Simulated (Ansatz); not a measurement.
**CH4BNa (SMILES C[BH][Na]): one structure at several levels**

The atoms stand at a structure displaced at random from a GFN2-xTB minimum. How far do the functionals agree with CCSD(T) there?

Program: Ansatz 0.2.0, Gaussian basis. Level of theory: single points in def2-TZVPP. These are calculated values, not measurements.

Correlated methods freeze the cores. The outer core shell of Li, Na, Mg and K is correlated.

### Step 1. Where the work starts

SMILES `C[BH][Na]`, 7 atoms, charge 0, spin multiplicity 1.

Atoms are counted from 1 here; the program's logs count them from 0.

Bond lengths: C1–B2 1.557 Å, C1–H4 1.102 Å, C1–H5 1.135 Å, C1–H6 1.121 Å, B2–Na3 2.347 Å, B2–H7 1.208 Å. Angles: B2–C1–H4 112.5°, B2–C1–H5 111.3°, B2–C1–H6 119.9°, H4–C1–H5 107.5°, H4–C1–H6 101.9°, H5–C1–H6 102.6°, C1–B2–Na3 121.6°, C1–B2–H7 110.3°, Na3–B2–H7 128.0°.

Geometry (Å):

```xyz
7
CH4BNa
C    -0.6666    0.1652   -0.2694
B     0.6358   -0.3774    0.3888
Na    2.7184    0.6399    0.0168
H    -0.8784    1.2085    0.0137
H    -0.6031    0.1249   -1.4017
H    -1.6483   -0.3352   -0.0623
H     0.3970   -1.3690    1.0365
```

### Step 2. CCSD(T)/def2-TZVPP

Input file run/in.yaml:

```yaml
crystal:
  periodic: [false, false, false]
  atoms:
    - {symbol: C, position_ang: [-0.666600, 0.165200, -0.269400]}
    - {symbol: B, position_ang: [0.635800, -0.377400, 0.388800]}
    - {symbol: Na, position_ang: [2.718400, 0.639900, 0.016800]}
    - {symbol: H, position_ang: [-0.878400, 1.208500, 0.013700]}
    - {symbol: H, position_ang: [-0.603100, 0.124900, -1.401700]}
    - {symbol: H, position_ang: [-1.648300, -0.335200, -0.062300]}
    - {symbol: H, position_ang: [0.397000, -1.369000, 1.036500]}
basis:
  gaussian: {orbitals: def2-TZVPP}
correlation: {method: ccsd_t}
output: {forces: true}
```

No record of the launch command was kept for these runs.

### Step 3. PBE0-D4/def2-TZVPP

run/in.yaml, as its differences from that of step 2:

```diff
@@ -12,3 +12,3 @@
   gaussian: {orbitals: def2-TZVPP}
-correlation: {method: ccsd_t}
-output: {forces: true}
+hamiltonian: {xc: pbe0, dispersion: d4}
+output: {forces: true, orbitals: {seedname: orbitals}}
```

### Step 4. wB97M-V/def2-TZVPP

run/in.yaml, as its differences from that of step 3:

```diff
@@ -12,3 +12,3 @@
   gaussian: {orbitals: def2-TZVPP}
-hamiltonian: {xc: pbe0, dispersion: d4}
-output: {forces: true, orbitals: {seedname: orbitals}}
+hamiltonian: {xc: {name: wB97M-V}}
+output: {forces: true}
```

### Step 5. r2SCAN-D4/def2-TZVPP

run/in.yaml, as its differences from that of step 4:

```diff
@@ -12,3 +12,3 @@
   gaussian: {orbitals: def2-TZVPP}
-hamiltonian: {xc: {name: wB97M-V}}
+hamiltonian: {xc: r2scan, dispersion: d4}
 output: {forces: true}
```

### Step 6. PBE-D4/def2-TZVPP

run/in.yaml, as its differences from that of step 5:

```diff
@@ -12,3 +12,3 @@
   gaussian: {orbitals: def2-TZVPP}
-hamiltonian: {xc: r2scan, dispersion: d4}
+hamiltonian: {xc: pbe, dispersion: d4}
 output: {forces: true}
```

### Step 7. BLYP-D4/def2-TZVPP

run/in.yaml, as its differences from that of step 6:

```diff
@@ -12,3 +12,3 @@
   gaussian: {orbitals: def2-TZVPP}
-hamiltonian: {xc: pbe, dispersion: d4}
+hamiltonian: {xc: {name: BLYP}, dispersion: d4}
 output: {forces: true}
```

### Step 8. BHLYP-D4/def2-TZVPP

run/in.yaml, as its differences from that of step 7:

```diff
@@ -12,3 +12,3 @@
   gaussian: {orbitals: def2-TZVPP}
-hamiltonian: {xc: {name: BLYP}, dispersion: d4}
+hamiltonian: {xc: {name: BHLYP}, dispersion: d4}
 output: {forces: true}
```

(Steps that only read results are left out.)

Q: Predict the outcome of this session. Wanted: energy less free atoms, CCSD(T)/def2-TZVPP; RMS force component; RMS force error; HOMO and LUMO, PBE0-D4; T1 diagnostic.

**Answer**, as computed:

| quantity | value |
| --- | --- |
| energy less free atoms, CCSD(T)/def2-TZVPP | -2064.9 kJ/mol |
| RMS force component | 0.502 to 0.695 eV/Å over the methods |
| RMS force error | PBE0-D4 0.123, wB97M-V 0.078, r2SCAN-D4 0.138, PBE-D4 0.208, BLYP-D4 0.173, BHLYP-D4 0.147 eV/Å |
| HOMO and LUMO, PBE0-D4 | -4.40 and -1.07 eV |
| T1 diagnostic | 0.010 |

What this shows: Against CCSD(T) the functionals' energies less atoms differ by -87.4 to -15.7 kJ/mol, PBE-D4 by -87.4 kJ/mol. CCSD(T) in triple zeta still lacks some correlation energy of the bonds, so part of these gaps is its own basis error and they don't rank the functionals. For forces wB97M-V does best and PBE-D4 worst. Frozen-core CCSD(T) forces in triple zeta carry basis errors of their own, and this is one geometry, so small gaps rank nothing. The restricted Hartree–Fock reference is unstable towards an unrestricted one at one or more of these structures.
